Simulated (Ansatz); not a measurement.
Ansatz (a program for electronic structure) input (PBE/aug-cc-pVQZ):

Ansatz 0.2 input:
```yaml
crystal:
  periodic: [false, false, false]
  atoms:
    - {symbol: C, position_ang: [-0.00000000, -0.00000000, -0.73641303]}
    - {symbol: N, position_ang: [0.00000000, 0.00000000, 0.42763309]}
    - {symbol: H, position_ang: [0.00000000, 0.00000000, 1.42504654]}
basis:
  gaussian:
    orbitals: aug-cc-pVQZ
    final_grid: {core_spheres: 8, valence_spheres: 7, degree: 23}
hamiltonian:
  xc: {name: PBE}
magnetization: {spin_polarized: false}
```

Output:

```
Functional definition: PBE
integrals: 0.05 GiB planned
477 factors; their error is unknown
mean field: 0.63 GiB planned
mean field evaluation 1: about -2534.1850 eV, gradient 5.4e1 eV
mean field evaluation 2: about -2523.7951 eV, gradient 8.4e1 eV
mean field evaluation 4: about -2539.5405 eV, gradient 4.7e0 eV
mean field evaluation 8: about -2539.5888 eV, gradient 1.7e-2 eV
mean field -2539.58876487 eV, -93.3281657140 hartree, gradient 2.6e-5 eV, S^2 0.000000; 0 other end points of the search recorded, 0 dependent functions left out
reference -2539.58880714 eV, -93.3281672673 hartree; 7, 7 occupied and 199, 199 virtual orbitals, 477 factors
Total energy: -2539.58880714 eV, -93.3281672673 hartree
```
